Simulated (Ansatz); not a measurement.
**CH2BO (charge +1): molecular dynamics**

The plan is to follow the molecule's vibrations and see whether its bonds hold. The start is relaxed first. Runs: 600 steps of 0.5 fs under a Nosé-Hoover thermostat at 500 K. SMILES of the start: [CH+]=BO.

Method: RKS B3LYP-D4/cc-pVDZ, in Ansatz 0.2.0.

## (1) The system as given

Bond lengths: C1–B2 1.423 Å, B2–O3 1.219 Å, C1–H4 1.069 Å, O3–H5 0.960 Å. Angles: C1–B2–O3 179.5°, B2–C1–H4 179.7°, B2–O3–H5 179.7°.

Coordinates:

```xyz
5

C    -0.7525   -0.3771    1.0169
B     0.0626    0.0265   -0.0779
O     0.7544    0.3810   -1.0173
H    -1.3636   -0.6856    1.8375
H     1.2991    0.6552   -1.7592
```

## (2) Preparing the start

input.yaml

```yaml
crystal:
  periodic: [false, false, false]
  atoms:
    - { symbol: C, position_ang: [-0.75249, -0.37708, 1.01688] }
    - { symbol: B, position_ang: [0.06259, 0.02654, -0.07787] }
    - { symbol: O, position_ang: [0.75436, 0.38095, -1.01729] }
    - { symbol: H, position_ang: [-1.36359, -0.68558, 1.83751] }
    - { symbol: H, position_ang: [1.29913, 0.65517, -1.75923] }
total_charge: 1
basis:
  gaussian: { orbitals: cc-pVDZ }
hamiltonian:
  xc: b3lyp
  dispersion: d4
relax:
  f_tol: 0.02
  max_steps: 40
scf:
  lower_state_search: "off"
```

Launch:

```bash
$ ansatz run input.yaml --threads 1 --pin off --max-ram 2048MiB --backend cpu --events-out ev --progress --plain --runs-dir out
```

Further steps of the session: Dynamics.

What does the calculation give? Wanted: relaxation of the start; temperature, first and last step; temperature, second half; potential energy, second half; largest change of the conserved energy; bonds formed or broken.

As calculated:

| quantity | value |
| --- | --- |
| relaxation of the start | 13 moves, 0.351 eV lower |
| length | 600 steps of 0.5 fs |
| temperature, first and last step | 500 and 599 K |
| temperature, second half | mean 534 K, from 30 to 1127 K |
| potential energy, second half | +44 meV/atom from the start |
| largest change of the conserved energy | 0.53 meV/atom |
| bonds formed or broken | 0 |

Against a set 500 K the second half averages 534 K with a spread of 246 K. The conserved energy strays from its start by at most 0.53 meV/atom, 1.6 % of the mean kinetic energy, so a step of 0.5 fs is short enough over this time. The bonding pattern survives the run. 300 fs on 5 atoms is far too short and small for converged averages. The nuclei move classically, without zero-point motion, which matters most for hydrogen.
